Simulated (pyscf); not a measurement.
Single points on ωB97X-D3(BJ)/def2-SVP structures (PySCF, gas phase).

### Question
Estimate by transition-state theory the rate constant of Cl–AlH–Cl + NH₃ → H₂N–Al(Cl)–Cl + H₂ (singlet surface; Al–H, H–N broken, Al–N, H–H formed) at 1200 K, with ωB97M-D3(BJ)/def2-TZVP energies (ideal gas, 1 atm, RRHO with modes under 100 cm⁻¹ raised to 100, one conformer, R ln 2 for chiral ones without a mode under 150 cm⁻¹; no tunnelling).

### Answer
The electronic barrier is 1.1 kcal/mol and the thermal terms add +39.7, so ΔG‡ = 40.8 kcal/mol. With k_BT/h = 2.50e+13 s⁻¹ and RT = 2.385 kcal/mol, and a volume of 1.64e-19 cm³ per molecule at 1 atm, k = 1.5e-13 cm³ molecule⁻¹ s⁻¹. Wigner's tunnelling factor for 1259i cm⁻¹ would be 1.09. A shift of 1 kcal/mol in the barrier changes k by a factor 1.5. On the reactant side the descent ends in an adduct with a Al–N contact, 37.7 kcal/mol under the separated species and 37.1 kcal/mol under the saddle at ωB97X-D3(BJ)/def2-TZVP. What is counted as formed (Al–N) is already present as a longer contact in the reactant adduct; forming that adduct is a step of its own. At the saddle there is also a short Al–H contact that neither side keeps. This is the saddle that the search found; another between the same sides may lie lower.
